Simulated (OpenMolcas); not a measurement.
**BH2S (SMILES [BH]S): a chain of runs**

We compute the energy (UHF/STO-3G), then a single-point energy (CASSCF(3,3)/STO-3G), then a single-point energy (CASPT2(3,3)/STO-3G), then the energy (SC-NEVPT2(3,3)/STO-3G), then a single-point energy (MRCI(3,3)/STO-3G) of BH2S. 

The results are computed with OpenMolcas 26.06.

## Step 1: The structure to begin with

BH2S has 4 atoms, charge 0, and is taken as a doublet. As SMILES, `[BH]S`. The B1–S2 distance was set to 2.582 Å, away from the relaxed value.

Bond lengths: B1–H3 1.159 Å, S2–H4 1.355 Å. A long bond or contact: B1–S2 2.582 Å.

## Step 2: The energy at UHF/STO-3G (run 1)

The input, input.xyz:

```xyz
4

B      0.598142    -1.076914     1.185658
S     -0.038390     1.109810    -0.031020
H      0.459542    -2.177544     0.848288
H     -0.594920     0.686800    -1.191790
```

The input, step1.inp:

```
* BH2S Hartree-Fock
>>> EXPORT MOLCAS_PRINT=2

&GATEWAY
 BasLib = $CurrDir
 Coord = input.xyz
 Basis = STO-3G
 Group = NoSym

&SEWARD

&SCF
 UHF
 Spin = 2
 Scramble = 0.25
 PrOrbitals = 1 1
```

The basis set STO-3G is read from a file made from the Basis Set Exchange's data (not shown).

The run is started by

```
$ export MOLCAS_MEM=1860
$ pymolcas step1.inp > step1.log
```

Output:

```text
--- Start Module: gateway ---
[...]
--- Stop Module: gateway /rc=_RC_ALL_IS_WELL_ ---
--- Start Module: seward ---
[...]
      Basis functions           16
--- Stop Module: seward /rc=_RC_ALL_IS_WELL_ ---
--- Start Module: scf ---
[...]
       Convergence after  22 Iterations
[...]
::    Total SCF energy                               -418.4958133456
[...]
      Total spin, S                                     0.6761567197
[...]
      Total electronic charge=   23.000000
      Total            charge=   -0.000000
[...]
      Dipole Moment (debye):
      Origin of the operator (angstrom)=    0.1160    0.4917    0.2604
                   X= -9.9725E-02               Y= -1.2318E+00               Z= -2.5812E-01           Total=  1.2625E+00
      Quadrupole Moment (debye*angstrom):
[...]
--- Stop Module: scf /rc=_RC_ALL_IS_WELL_ ---
[...]
```

It took 1.9 s on 1 thread of Arm Neoverse V1, shared host; peak memory 0.37 GiB.

## Step 3: A single-point energy at CASSCF(3,3)/STO-3G (run 2)

input.xyz is that of step 2.

The input, step2.inp:

```
&GATEWAY
BASLIB=$CurrDir
COORD=input.xyz
BASIS=STO-3G
GROUP=NoSym
&SEWARD
&RASSCF
FILEORB=$CurrDir/step1.UnaOrb
SPIN=2
NACTEL=3 0 0
INACTIVE=10
RAS2=3
ORBLISTING=Nothing
ORBAPPEAR=Compact
```

The basis set STO-3G is read from a file made from the Basis Set Exchange's data (not shown).

The run is started by

```
$ export MOLCAS_MEM=1860
$ pymolcas step2.inp > step2.log
```

Output:

```text
--- Start Module: gateway ---
[...]
--- Stop Module: gateway /rc=_RC_ALL_IS_WELL_ ---
--- Start Module: seward ---
[...]
      Basis functions           16
--- Stop Module: seward /rc=_RC_ALL_IS_WELL_ ---
--- Start Module: rasscf ---
[...]
      Number of active orbitals                  3
[...]
      Spin quantum number                      0.5
[...]
      Active orbitals                            3
[...]
      Number of CSFs                             8
[...]
      Number of root(s) required                 1
[...]
      Convergence after 10 iterations
[...]
      printout of CI-coefficients larger than  0.05 for root  1
      energy=    -418.526071
      conf/sym  111     Coeff  Weight
             1  2u0  -0.94619 0.89528
             5  02u   0.12533 0.01571
             7  u02   0.11903 0.01417
             8  0u2  -0.26864 0.07217
      Natural orbitals and occupation numbers for root  1
      sym 1:   1.808757   1.001417   0.189827
      ************************************************************************************************************************
      *                                                    Final results                                                     *
[...]
::    RASSCF root number  1 Total energy:   -418.52607143
[...]
      Total electronic charge=   23.000000
      Total            charge=   -0.000000
[...]
      Dipole Moment (debye):
      Origin of the operator (angstrom)=    0.1160    0.4917    0.2604
                   X= -5.1580E-02               Y= -9.7714E-01               Z= -1.4611E-01           Total=  9.8935E-01
      Quadrupole Moment (debye*angstrom):
[...]
--- Stop Module: rasscf /rc=_RC_ALL_IS_WELL_ ---
[...]
```

It took 1.7 s on 1 thread of Arm Neoverse V1, shared host; peak memory 0.37 GiB.

## Step 4: The energy at CASPT2(3,3)/STO-3G (run 3)

input.xyz is that of step 3.

The input, step3.inp:

```
* BH2S CASPT2
&GATEWAY
BasLib
$CurrDir
Coord
input.xyz
Basis
STO-3G
Group
NoSym
&SEWARD
&RASSCF
FileOrb
$CurrDir/step2.RasOrb
Spin
2
Nactel
3 0 0
Inactive
10
Ras2
3
OrbListing
Nothing
OrbAppear
Compact
&CASPT2
Imaginary
0.1
Frozen
6
```

The basis set STO-3G is read from a file made from the Basis Set Exchange's data (not shown).

The run is started by

```
$ export MOLCAS_MEM=1860
$ pymolcas step3.inp > step3.log
```

Output:

```text
--- Start Module: gateway ---
[...]
--- Stop Module: gateway /rc=_RC_ALL_IS_WELL_ ---
[...]
      Basis functions           16
[...]
--- Start Module: rasscf ---
[...]
      Number of active orbitals                  3
[...]
      Spin quantum number                      0.5
[...]
      Active orbitals                            3
[...]
      Number of CSFs                             8
[...]
      Number of root(s) required                 1
[...]
      Convergence after  4 iterations
[...]
      printout of CI-coefficients larger than  0.05 for root  1
      energy=    -418.526071
      conf/sym  111     Coeff  Weight
             1  2u0  -0.94620 0.89529
             5  02u   0.12533 0.01571
             7  u02   0.11902 0.01417
             8  0u2  -0.26864 0.07217
      Natural orbitals and occupation numbers for root  1
      sym 1:   1.808758   1.001416   0.189826
      ************************************************************************************************************************
      *                                                    Final results                                                     *
[...]
::    RASSCF root number  1 Total energy:   -418.52607143
[...]
      Total electronic charge=   23.000000
      Total            charge=   -0.000000
[...]
      Dipole Moment (debye):
      Origin of the operator (angstrom)=    0.1160    0.4917    0.2604
                   X= -5.1576E-02               Y= -9.7713E-01               Z= -1.4612E-01           Total=  9.8934E-01
      Quadrupole Moment (debye*angstrom):
[...]
--- Stop Module: rasscf /rc=_RC_ALL_IS_WELL_ ---
--- Start Module: caspt2 ---
[...]
 ###    WARNING: User changed nr of frozen orbitals.                         ###
 ###############################################################################
[...]
      E2 (Variational):          -0.0330514489
      Total energy:            -418.5591228776
[...]
      Reference weight:           0.98255
[...]
::    CASPT2 Root  1     Total energy:   -418.55912288
[...]
--- Stop Module: caspt2 /rc=_RC_ALL_IS_WELL_ ---
[...]
```

It took 1.7 s on 1 thread of Arm Neoverse V1, shared host; peak memory 0.37 GiB.

## Step 5: A single-point energy at SC-NEVPT2(3,3)/STO-3G (run 4)

input.xyz is that of step 4.

The input, step4.input:

```
* BH2S NEVPT2
>>> EXPORT MOLCAS_PRINT=2

&GATEWAY
  BasLib
  $CurrDir
  Coord
  input.xyz
  Basis
  STO-3G
  Group
  NoSym

&SEWARD

&RASSCF
  FileOrb
  $CurrDir/step2.RasOrb
  Spin
  2
  Nactel
  3 0 0
  Inactive
  10
  Ras2
  3
  OrbListing
  Nothing
  OrbAppear
  Compact

&CASPT2
  SC-NEVPT2
  Frozen
  6
```

The basis set STO-3G is read from a file made from the Basis Set Exchange's data (not shown).

The run is started by

```
$ export MOLCAS_MEM=1860
$ pymolcas step4.input > step4.log
```

Output:

```text
--- Start Module: gateway ---
[...]
--- Stop Module: gateway /rc=_RC_ALL_IS_WELL_ ---
[...]
      Basis functions           16
[...]
--- Start Module: rasscf ---
[...]
      Number of active orbitals                  3
[...]
      Spin quantum number                      0.5
[...]
      Active orbitals                            3
[...]
      Number of CSFs                             8
[...]
      Number of root(s) required                 1
[...]
      Convergence after  4 iterations
[...]
      printout of CI-coefficients larger than  0.05 for root  1
      energy=    -418.526071
      conf/sym  111     Coeff  Weight
             1  2u0  -0.94620 0.89529
             5  02u   0.12533 0.01571
             7  u02   0.11902 0.01417
             8  0u2  -0.26864 0.07217
      Natural orbitals and occupation numbers for root  1
      sym 1:   1.808758   1.001416   0.189826
      ************************************************************************************************************************
      *                                                    Final results                                                     *
[...]
::    RASSCF root number  1 Total energy:   -418.52607143
[...]
      Total electronic charge=   23.000000
      Total            charge=   -0.000000
[...]
      Dipole Moment (debye):
      Origin of the operator (angstrom)=    0.1160    0.4917    0.2604
                   X= -5.1576E-02               Y= -9.7713E-01               Z= -1.4612E-01           Total=  9.8934E-01
      Quadrupole Moment (debye*angstrom):
[...]
--- Stop Module: rasscf /rc=_RC_ALL_IS_WELL_ ---
--- Start Module: caspt2 ---
[...]
 ###    WARNING: User changed nr of frozen orbitals.                         ###
 ###############################################################################
[...]
      E2 (Variational):          -0.0324418264
[...]
      E2 (Variational):          -0.0323750073
      Total energy:            -418.5584464360
[...]
      Reference weight:           0.98327
[...]
::    SC-NEVPT2 Root  1     Total energy:   -418.55844644
[...]
--- Stop Module: caspt2 /rc=_RC_ALL_IS_WELL_ ---
[...]
```

It took 1.7 s on 1 thread of Arm Neoverse V1, shared host; peak memory 0.37 GiB.

## Step 6: The energy at MRCI(3,3)/STO-3G (run 5)

input.xyz is that of step 5.

The input, step5.input:

```
&GATEWAY
 BasLib = $CurrDir
 Coord = input.xyz
 Basis = STO-3G
 Group = NoSym

&SEWARD

&RASSCF
 FileOrb = $CurrDir/step2.RasOrb
 Spin = 2
 Nactel = 3 0 0
 Inactive = 10
 Ras2 = 3
 OrbListing = Nothing
 OrbAppear = Compact

&MOTRA
 LumOrb
 Frozen = 6

&GUGA
 Electrons = 11
 Spin = 2
 Inactive = 4
 Active = 3
 CIAll = 1

&MRCI
 SDCI
```

The basis set STO-3G is read from a file made from the Basis Set Exchange's data (not shown).

The run is started by

```
$ export MOLCAS_MEM=1860
$ pymolcas step5.input > step5.log
```

Output:

```text
--- Start Module: gateway ---
[...]
--- Stop Module: gateway /rc=_RC_ALL_IS_WELL_ ---
[...]
      Basis functions           16
[...]
      Number of active orbitals                  3
[...]
      Spin quantum number                      0.5
[...]
      Active orbitals                            3
[...]
      Number of CSFs                             8
[...]
      Number of root(s) required                 1
[...]
      Convergence after  4 iterations
[...]
      printout of CI-coefficients larger than  0.05 for root  1
      energy=    -418.526071
      conf/sym  111     Coeff  Weight
             1  2u0  -0.94620 0.89529
             5  02u   0.12533 0.01571
             7  u02   0.11902 0.01417
             8  0u2  -0.26864 0.07217
      Natural orbitals and occupation numbers for root  1
      sym 1:   1.808758   1.001416   0.189826
      ************************************************************************************************************************
      *                                                    Final results                                                     *
[...]
::    RASSCF root number  1 Total energy:   -418.52607143
[...]
      Dipole Moment (debye):
      Origin of the operator (angstrom)=    0.1160    0.4917    0.2604
                   X= -5.1576E-02               Y= -9.7713E-01               Z= -1.4612E-01           Total=  9.8934E-01
      Quadrupole Moment (debye*angstrom):
[...]
      *** WARNING: Default frozen orbitals is overwritten by user input.
      *** Default values:   6
[...]
--- Start Module: guga ---
[...]
--- Stop Module: guga /rc=_RC_ALL_IS_WELL_ ---
--- Start Module: mrci ---
[...]
       (But an ACPF correction will be computed)
       USE THE DEFAULT ACPF G-VALUE GFAC=  0.18181818181818182
[...]
                      CI ENERGY:  -418.57795882
[...]
                ACPF CORRECTION:    -0.00284857
[...]
      Total electronic charge=   23.000000
      Total            charge=   -0.000000
[...]
     ACPF CORRECTION:     -0.00284857
[...]
  CI State   1     Total energy:   -418.57795882     QDav:     -0.00352458     QACPF:     -0.00284857
[...]
--- Stop Module: mrci /rc=_RC_ALL_IS_WELL_ ---
[...]
```

It took 1.9 s on 1 thread of Arm Neoverse V1, shared host; peak memory 0.37 GiB.

## Step 7: Outcome

```
                                                    quantity          value
                             run 1, UHF/STO-3G: total energy  -418.49581 Eh
                            run 1, UHF/STO-3G: dipole moment         1.26 D
       run 1, UHF/STO-3G: HOMO energy (highest over α and β)       -6.39 eV
        run 1, UHF/STO-3G: LUMO energy (lowest over α and β)        6.28 eV
                                     run 1, UHF/STO-3G: ⟨S²⟩          1.133
                     run 2, CASSCF(3,3)/STO-3G: total energy  -418.52607 Eh
   run 2, CASSCF(3,3)/STO-3G: dipole moment (CASSCF density)         0.99 D
                     run 3, CASPT2(3,3)/STO-3G: total energy  -418.55912 Eh
   run 3, CASPT2(3,3)/STO-3G: dipole moment (CASSCF density)         0.99 D
                  run 4, SC-NEVPT2(3,3)/STO-3G: total energy  -418.55845 Eh
run 4, SC-NEVPT2(3,3)/STO-3G: dipole moment (CASSCF density)         0.99 D
                       run 5, MRCI(3,3)/STO-3G: total energy  -418.57796 Eh
     run 5, MRCI(3,3)/STO-3G: dipole moment (CASSCF density)         0.99 D
```

In words: ⟨S²⟩ (run 1, UHF/STO-3G) is 1.13 where a pure doublet has 0.75: the reference is spin-contaminated. Mulliken charges (run 2, CASSCF(3,3)/STO-3G) run from -0.07 on H3 to +0.12 on B1. Mulliken charges (run 3, CASPT2(3,3)/STO-3G) of the CASSCF density run from -0.07 on H3 to +0.12 on B1. Mulliken charges (run 4, SC-NEVPT2(3,3)/STO-3G) of the CASSCF density run from -0.07 on H3 to +0.12 on B1.
